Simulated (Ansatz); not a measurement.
# SiHO (quartet): the correlation ladder, cc-pVDZ

One table from this session's results is given with a row withheld; the runs are named, their logs left out.

Program: Ansatz 0.2.0, Gaussian basis. Level of theory: cc-pVDZ, core rule «outside noble gas», up to 6 orbitals frozen. These are calculated values, not measurements.

To be run: UHF; CCSD(T) on ROHF; CCSD(T) on UHF; BCCD(T) on ROHF; CISD; CCSDT(Q) on ROHF; CCSDT(Q) on UHF.

30 further runs of the same task are left out: 9 for a known fault of the program, 6 that didn't finish, 15 set aside as unsound or not needed.

## The system

The geometry is a PBE0/def2-TZVP stationary point (not a proven minimum) of the parent state, kept for this charge and spin.

3 atoms, charge 0, spin multiplicity 4.

Atoms are counted from 1 here; the program's logs count them from 0.

Bond lengths: Si1–O2 1.523 Å, Si1–H3 1.528 Å. Angles: O2–Si1–H3 118.9°.

The first run:

in.yaml

```yaml
crystal:
  periodic: [false, false, false]
  atoms:
    - {symbol: Si, position_ang: [0.000000, -0.101589, 0.514766]}
    - {symbol: O, position_ang: [0.000000, 0.107669, -0.993765]}
    - {symbol: H, position_ang: [0.000000, 1.121646, 1.430812]}
basis:
  gaussian: {orbitals: cc-pVDZ}
magnetization: {spin_polarized: true, initial_magnetization: 3}
hamiltonian: {xc: hf}
output: {orbitals: {seedname: orbitals}}
```

Run with:

```console
$ ansatz run in.yaml --threads 1 --pin off --events-out ev --progress --plain --max-ram 2393MiB
```

Steps of the session up to this table: UHF; CCSD(T) on ROHF; CCSD(T) on UHF; BCCD(T) on ROHF; CISD; CCSDT(Q) on ROHF; CCSDT(Q) on UHF.

One table of the session follows, with a row left open; its other results are not shown here.

It belongs to the step «Misses and costs». 

```
   method  from UCCSDT(Q) (meV)
     ROHF               +6332.8
      UHF               +6180.0
     RMP2                +871.9
     UMP2                     ?
     CISD                +485.6
    RCCSD                +150.4
    UCCSD                +147.2
 RCCSD(T)                 +32.9
 UCCSD(T)                 +32.0
  BCCD(T)                 +32.3
   RCCSDT                 +10.4
   UCCSDT                  +9.4
RCCSDT(Q)                  +1.8
UCCSDT(Q)                     0
```

**Question.** Estimate the row for UMP2.

**Answer.** from UCCSDT(Q) (meV): +868.5. In the column «from UCCSDT(Q) (meV)» it lies between CISD (+485.6) and RMP2 (+871.9).

To keep in mind: Restricted and unrestricted rows rest on different reference determinants; where their highest levels disagree by more than a few hundredths of an eV, they describe different states and don't form one ladder.
